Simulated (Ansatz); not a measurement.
Input file:

```yaml
crystal:
  periodic: [false, false, false]
  atoms:
    - {symbol: Al, position_ang: [0.000000, 0.074413, -0.095633]}
    - {symbol: H, position_ang: [0.000000, -1.372409, -0.753982]}
    - {symbol: H, position_ang: [0.420650, -0.309773, 1.656991]}
    - {symbol: H, position_ang: [-0.420650, -0.309773, 1.656991]}
basis:
  gaussian: {orbitals: cc-pVTZ}
magnetization: {spin_polarized: true, initial_magnetization: 4}
correlation: {method: ccsdt_q, electrons: outside_noble_gas}
```

```sh
$ ansatz run in.yaml --threads 1 --pin off --events-out ev --progress --plain --max-ram 2393MiB
```

Log:

```
939 factors; integrals over basis functions are off by at most 2.1e-7 eV
mean field evaluation 1: about -6619.1071 eV, gradient 8.5e0 eV
mean field evaluation 2: about -6619.1167 eV, gradient 8.5e0 eV
mean field evaluation 4: about -6620.7680 eV, gradient 1.8e0 eV
mean field evaluation 8: about -6620.8952 eV, gradient 1.8e-2 eV
mean field evaluation 16: about -6620.7560 eV, gradient 1.8e0 eV
mean field evaluation 32: about -6620.8889 eV, gradient 3.7e-1 eV
mean field evaluation 64: about -6619.5390 eV, gradient 2.4e0 eV
mean field evaluation 96: about -6617.7150 eV, gradient 1.3e-3 eV
mean field evaluation 128: about -6618.1899 eV, gradient 3.8e0 eV
mean field evaluation 160: about -6617.2521 eV, gradient 2.0e-1 eV
mean field -6620.89518177 eV, -243.3134101259 hartree, gradient 3.0e-6 eV, S^2 6.001918; 9 other end points of the search recorded, 0 dependent functions left out
determinant -6620.89518177 eV, -243.3134101259 hartree, with singles and doubles -6622.99606481 eV, -243.3906161537 hartree
determinant -6619.96214411 eV, -243.2791216245 hartree, with singles and doubles -6621.99188374 eV, -243.3537131803 hartree
determinant -6619.66700812 eV, -243.2682755770 hartree, with singles and doubles -6621.67014286 eV, -243.3418894210 hartree
determinant -6617.71502875 eV, -243.1965416580 hartree, with singles and doubles -6619.82693592 eV, -243.2741528153 hartree
5 core orbitals not correlated: weight in the atoms' cores, before any rotation towards them, 1.000 or more for the frozen orbitals, at most 0.000 for the correlated occupied ones
reference -6620.89518177 eV, -243.3134101259 hartree; 5, 1 occupied and 66, 70 virtual orbitals, 939 factors
second order -1.60048712 eV of doubles, -0.00000000 eV of singles
cycle   1  -1.90462952 eV  change   -3.0e-1 eV  update   5.5e-2
cycle   2  -2.11155912 eV  change   -2.1e-1 eV  update   2.7e-2
cycle   3  -2.12331256 eV  change   -1.2e-2 eV  update   1.1e-2
cycle   4  -2.12769601 eV  change   -4.4e-3 eV  update   6.6e-3
cycle   5  -2.13038344 eV  change   -2.7e-3 eV  update   3.6e-3
cycle   6  -2.13129365 eV  change   -9.1e-4 eV  update   1.9e-3
cycle   7  -2.13222049 eV  change   -9.3e-4 eV  update   9.3e-4
cycle   8  -2.13263487 eV  change   -4.1e-4 eV  update   4.7e-4
cycle   9  -2.13247611 eV  change    1.6e-4 eV  update   3.0e-4
cycle  10  -2.13235543 eV  change    1.2e-4 eV  update   1.9e-4
cycle  11  -2.13241386 eV  change   -5.8e-5 eV  update   1.3e-4
cycle  12  -2.13242953 eV  change   -1.6e-5 eV  update   6.7e-5
cycle  13  -2.13241752 eV  change    1.2e-5 eV  update   3.3e-5
cycle  14  -2.13238758 eV  change    3.0e-5 eV  update   1.5e-5
cycle  15  -2.13237674 eV  change    1.1e-5 eV  update   6.8e-6
cycle  16  -2.13237700 eV  change   -2.5e-7 eV  update   3.4e-6
cycle  17  -2.13237841 eV  change   -1.4e-6 eV  update   2.1e-6
cycle  18  -2.13237847 eV  change   -5.5e-8 eV  update   8.9e-7
cycle  19  -2.13237778 eV  change    6.9e-7 eV  update   4.5e-7
cycle  20  -2.13237738 eV  change    4.0e-7 eV  update   2.4e-7
perturbative correction -0.00137445 eV, -0.0000505100 hartree
Total energy: -6623.02893359 eV, -243.3918240594 hartree
```

Ran on 1 thread of Arm Neoverse V2, shared host: 57 s wall, 0.66 GiB peak host memory.
